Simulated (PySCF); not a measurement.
Published values to compare with (the computed states carry no symmetry labels, so the two lists aren't matched line by line):

```csv
state,E (eV),f,kind of transition,source
a 3Σ+,2.33,,"Te (adiabatic, minimum to minimum, no zero-point energy)",[1]
b' 3Σu-,3.53,,"Te (adiabatic, minimum to minimum, no zero-point energy)",[1]
A 1Πg,4.28,,"Te (adiabatic, minimum to minimum, no zero-point energy)",[1]
C 1Σu+,5.82,,"Te (adiabatic, minimum to minimum, no zero-point energy)",[1]
c 3Πu0,5.84,,"Te (adiabatic, minimum to minimum, no zero-point energy)",[1]
c 3Πu1,5.85,,"Te (adiabatic, minimum to minimum, no zero-point energy)",[1]
c 3Πu2,5.85,,"Te (adiabatic, minimum to minimum, no zero-point energy)",[1]
B 1Πu,6.30,,"Te (adiabatic, minimum to minimum, no zero-point energy)",[1]
E 1Πu,7.37,,"Te (adiabatic, minimum to minimum, no zero-point energy)",[1]
G 1Σu+,8.22,,"Te (adiabatic, minimum to minimum, no zero-point energy)",[1]
K 1Πu,8.96,,"Te (adiabatic, minimum to minimum, no zero-point energy)",[1]
M 1Σu+,9.07,,"Te (adiabatic, minimum to minimum, no zero-point energy)",[1]
N 1Σu+,9.58,,"Te (adiabatic, minimum to minimum, no zero-point energy)",[1]
```

[1] measured, gas; Huber, Herzberg, Constants of Diatomic Molecules, NIST Chemistry WebBook

Species: P2.
Geometry (PBE0-D3(BJ)/def2-SVP, Å), atoms numbered from 1 in this order:
```
atom  x, y, z in Å
P1     0.9693   -0.0838    0.0082
P2    -0.9196   -0.0039   -0.0304
```

Computed, not measured: TDDFT B3LYP/def2-SVPD, vertical, gas phase, core orbitals frozen in the response in PySCF 2.14.0, density-fitted response routines.

Computed singlets: 3.58 eV (f 0.000); 3.93 eV (f 0.000 summed over 2 states); 4.37 eV (f 0.000 summed over 2 states); 6.32 eV (f 0.234); 7.86 eV (f 0.273 summed over 2 states); 7.98 eV (f 0.000 summed over 2 states). Computed triplets (Tamm–Dancoff): 2.65, 3.02, 3.02 eV.

Adiabatic (Te) and 0-0 energies refer to the relaxed excited state and aren't the vertical quantity computed here.

The vertical ionisation energy (ΔSCF) is 10.49 eV, 2.51 eV above S10.

Hardware: one thread of an Arm Neoverse V1, on a shared host. Cost: 2.2 s wall, 0.26 GiB resident at most.
